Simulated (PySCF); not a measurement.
An unknown gives this computed stick spectrum. Level of theory: TDDFT CAM-B3LYP/def2-SVPD, vertical, gas phase, core orbitals frozen in the response (PySCF 2.14.0, density-fitted response routines). Geometries: PBE0-D3(BJ)/def2-SVP, one conformer each.

```
state  E (eV)       f  main configurations (H = HOMO, L = LUMO)
   S1    5.67  0.0021                               H→L+1 (96%)
   S2    7.12   0.028                                 H→L (87%)
   S3    7.33  0.0068                               H-1→L (90%)
   S4    7.42   0.253                             H-1→L+1 (90%)
   S5    7.98   0.026                               H→L+2 (84%)
   S6    8.15  0.0015                             H-1→L+2 (90%)
```

Task: Which structure fits? All have the formula C5H9N.
A. `CC(C)(C)C#N`
B. `CC1=NCCC1`
C. `C1=NCCCC1`
D. `C(#C)C[C@H](C)N`

Result: B. Its S1 lies at 5.67 eV; the nearest of the others has S1 at 4.94 eV. S1 is HOMO→LUMO+1 (96%). Löwdin shares by element: HOMO nitrogen 61%, carbon 26% or more; LUMO carbon 49% or more (atoms not listed hold the other 51%). At the same level the other candidates give, for their lowest levels:
- `C#CC[C@H](C)N`: 6.49 eV (f 0.000); 6.57 eV (f 0.010); 6.78 eV (f 0.002); 6.81 eV (f 0.001); 7.55 eV (f 0.034); HOMO -8.46, LUMO 1.30 eV
- `CC(C)(C)C#N`: 7.73 eV (f 0.000); 8.07 eV (f 0.008 summed over 2 states); 8.84 eV (f 0.123 summed over 2 states); 9.39 eV (f 0.010 summed over 2 states); 9.75 eV (f 0.050 summed over 2 states); T1 6.36 eV; HOMO -10.66, LUMO 1.02 eV
- `C1=NCCCC1`: 4.94 eV (f 0.003); 6.70 eV (f 0.006); 7.46 eV (f 0.117); 7.53 eV (f 0.089); 7.72 eV (f 0.005); T1 4.18 eV; HOMO -8.17, LUMO 1.08 eV
Triplets come from the Tamm–Dancoff approximation.
